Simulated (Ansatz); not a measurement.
A run of Ansatz (development build ahead of 0.2.0) on singlet C₅H₁₂ at this shape:

```yaml
atoms:
  - { symbol: C, position_ang: [0.0000, 0.0000, 0.0000] }
  - { symbol: C, position_ang: [0.0000, 0.8556, 1.2684] }
  - { symbol: C, position_ang: [0.0000, 0.0000, 2.5368] }
  - { symbol: C, position_ang: [0.0000, 0.8556, 3.8053] }
  - { symbol: C, position_ang: [0.0000, 0.0000, 5.0737] }
  - { symbol: H, position_ang: [0.0000, 0.6484, -0.8762] }
  - { symbol: H, position_ang: [0.8898, -0.6294, -0.0144] }
  - { symbol: H, position_ang: [-0.8898, -0.6294, -0.0144] }
  - { symbol: H, position_ang: [-0.8818, 1.4963, 1.2684] }
  - { symbol: H, position_ang: [0.8818, 1.4963, 1.2684] }
  - { symbol: H, position_ang: [0.8818, -0.6407, 2.5368] }
  - { symbol: H, position_ang: [-0.8818, -0.6407, 2.5368] }
  - { symbol: H, position_ang: [-0.8818, 1.4963, 3.8053] }
  - { symbol: H, position_ang: [0.8818, 1.4963, 3.8053] }
  - { symbol: H, position_ang: [0.0000, 0.6484, 5.9499] }
  - { symbol: H, position_ang: [-0.8898, -0.6294, 5.0881] }
  - { symbol: H, position_ang: [0.8898, -0.6294, 5.0881] }
```

Its results:

- Converged: yes
- Reference energy: -196.34596 hartree
- Correlation energy: -0.73108 hartree
- Total energy: -197.07704 hartree
- Spin squared of the determinant: 0.000

Problem. Which input gives this output? Name the method, the orbitals and the basis set, and write the input.

Solution. RHF-MP2 in cc-pVDZ. An unrestricted run that stays on the closed shell gives the same numbers.

```yaml
crystal:
  periodic: [false, false, false]
  atoms:
    - { symbol: C, position_ang: [0.0, 0.0, 0.0] }
    - { symbol: C, position_ang: [0.0, 0.85557, 1.26843] }
    - { symbol: C, position_ang: [0.0, 0.0, 2.53685] }
    - { symbol: C, position_ang: [0.0, 0.85557, 3.80528] }
    - { symbol: C, position_ang: [0.0, 0.0, 5.07371] }
    - { symbol: H, position_ang: [0.0, 0.64836, -0.8762] }
    - { symbol: H, position_ang: [0.88982, -0.62937, -0.01437] }
    - { symbol: H, position_ang: [-0.88982, -0.62937, -0.01437] }
    - { symbol: H, position_ang: [-0.88183, 1.49625, 1.26843] }
    - { symbol: H, position_ang: [0.88183, 1.49625, 1.26843] }
    - { symbol: H, position_ang: [0.88183, -0.64069, 2.53685] }
    - { symbol: H, position_ang: [-0.88183, -0.64069, 2.53685] }
    - { symbol: H, position_ang: [-0.88183, 1.49625, 3.80528] }
    - { symbol: H, position_ang: [0.88183, 1.49625, 3.80528] }
    - { symbol: H, position_ang: [0.0, 0.64836, 5.94991] }
    - { symbol: H, position_ang: [-0.88982, -0.62937, 5.08808] }
    - { symbol: H, position_ang: [0.88982, -0.62937, 5.08808] }
basis:
  gaussian: { orbitals: cc-pVDZ }
hamiltonian:
  xc: hf
correlation:
  method: mp2
  frozen_orbitals: { C: 1, H: 0 }
```
